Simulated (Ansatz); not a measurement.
Cs2AgBiBr6 (Fm-3m, No. 225) was calculated with r²SCAN+rVV10 (Ansatz, a first-principles code, PAW).

Settings: plane-wave cutoff 560 eV, 6×6×6 k mesh, Fermi–Dirac smearing 0.01 eV, no spin polarisation, scalar-relativistic PAW data made under PBE.

Computed at the level's own relaxed cell.

Problem. What does this level give for the band gap, direct gap at Γ and lattice constant a?

Solution. 
- band gap: 1.60 eV (on the SCF k mesh)
- direct gap at Γ: 3.24 eV
- lattice constant a: 11.237 Å

Spin–orbit coupling is not included; with these elements it can move the gap by several tenths of an eV or more.

The computed numbers hold no vibrational or temperature effects.

The result took around 5 core-minutes (rough).
